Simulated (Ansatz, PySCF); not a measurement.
Potential energy curve for CS2, SMILES S=C=S. The C1–S3 bond (C1 also carries S; S3 carries nothing else) is stretched with both fragments frozen at the PBE0/def2-TZVP optimised geometry.

- UKS-PBE = unrestricted PBE/cc-pVDZ (Ansatz, a first-principles code)
- UCCSD(T) = CCSD(T) on UHF/cc-pVDZ, 11 core orbitals frozen (PySCF 2.14.0)

Energies relative to the lowest point of each curve near equilibrium, in eV:

```csv
R / Å,UKS-PBE
1.23,5.828
1.30,3.211
1.49,0.215
1.55,0.012
1.60,0.000
1.64,0.069
1.69,0.229
1.81,0.833
1.94,1.650
2.34,4.023
2.75,5.103
3.75,5.477
```

### Question
What does UCCSD(T) give at the same points?

### Answer
1.23: 6.016; 1.30: 3.330; 1.49: 0.236; 1.55: 0.019; 1.60: 0.000; 1.64: 0.065; 1.69: 0.221; 1.81: 0.817; 1.94: 1.621; 2.34: 3.872; 2.75: 4.401; 3.75: 4.343 (eV).

The unrestricted determinant behind UKS-PBE is spin-contaminated at 2.57 to 5.41 Å (<S²> up to 1.0, against 0.00 for a pure singlet). The unrestricted determinant behind UCCSD(T) is spin-contaminated at 2.34 to 5.41 Å (<S²> up to 1.0, against 0.00 for a pure singlet).
